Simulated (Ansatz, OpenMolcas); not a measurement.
# BF (SMILES [B]F): the energy, rung by rung

The species is BF (2 atoms), meant as a singlet with charge 0. SMILES: `[B]F`. The shape is that of a GFN2-xTB optimisation.

| atom | x (Å) | y (Å) | z (Å) |
| --- | --- | --- | --- |
| B | 0.0000 | 0.0000 | 0.0000 |
| F | 0.0000 | 0.0000 | 1.2444 |

Each level gives the energy change with the B1–F2 bond stretched from 1.244 to 2.526 Å (eV). The values are calculated.

```
                      level                    kind     program  value (eV)  less FCI/STO-3G  CPU time (all runs)
  SVWN5/STO-3G (restricted)                     LDA  OpenMolcas        8.12            +1.38                5.9 s
   BLYP/STO-3G (restricted)                     GGA      Ansatz        7.46            +0.72               0.94 s
   PBE0/STO-3G (restricted)           global hybrid      Ansatz        8.58            +1.84               0.73 s
  HSE06/STO-3G (restricted)  range-separated hybrid      Ansatz        8.56            +1.82                  1 s
    MP2/STO-3G (restricted)     perturbation theory  OpenMolcas        8.53            +1.79                3.3 s
           MRCI(2,2)/STO-3G          multireference  OpenMolcas        6.66            -0.08                3.4 s
BCCD(T)/STO-3G (restricted)   coupled cluster or CI      Ansatz        6.82            +0.08               0.35 s
  CCSDT/STO-3G (restricted)   coupled cluster or CI      Ansatz        6.78            +0.04               0.46 s
                 FCI/STO-3G      exact in the basis      Ansatz        6.74             0.00               0.32 s
```

FCI/STO-3G is exact within its basis and frozen core, so for wave-function methods in that basis the difference is their error; functionals converge differently with the basis, so for them it is only a difference. The first shape isn't each level's own minimum. The values span 6.66 to 8.58 eV. All rows use very small basis sets, so even the best lies far from the true value. CPU times are rough (shared hosts, several kinds of processor): they show what a rung costs within a factor of a few.
